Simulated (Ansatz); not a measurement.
Ideal-gas functions of F$_{5}$P, SMILES `FP(F)(F)(F)F` at 298.15 K and 1 bar, from an Ansatz frequency run at PBE0-D4/def2-TZVP.

Molar mass 125.96 g/mol, point group D3h (symmetry number 6), electronic degeneracy 1, moments of inertia 135.504, 162.484, 162.485 u Å². Harmonic wavenumbers (cm⁻¹, unscaled): 169, 169, 506, 506, 525, 525, 569, 655, 816, 965, 1030, 1030.

Use S(trans) = R[1.5 ln M + 2.5 ln T − 1.1517]; rotational temperatures θ = 24.2544 K / I; S(rot) = R[ln(√π/σ · √(T³/θAθBθC)) + 1.5]; for each mode x = 1.438777 ν̃/T, S = R[x/(eˣ − 1) − ln(1 − e⁻ˣ)] and H = RT x/(eˣ − 1); 1 cm⁻¹ = 0.0119627 kJ/mol; R = 8.31446 J/(mol·K).

Question: By hand: the entropy, in J/(mol·K).

Answer: Translation 169.2. Rotation: θ = 0.179, 0.1493, 0.1493 K, giving 96.4. Vibration, mode by mode: 10.24, 10.24, 2.69, 2.69, 2.50, 2.50, 2.12, 1.52, 0.81, 0.45, 0.35, 0.35, in all 36.5. Electronic 0.0. Sum 302.1 J/(mol·K).

Question: By hand: H − E and G − E in kJ/mol, counted from the electronic energy.

Answer: Zero-point energy ½ × 7465 × 0.0119627 = 44.7; thermal vibration 6.7; translation, rotation and pV give 4 RT = 9.9. H − E = 61.3 kJ/mol, and G − E = 61.3 − 298.15 × 302.1/1000 = -28.8 kJ/mol.

Vibration gives 12 % of the entropy.
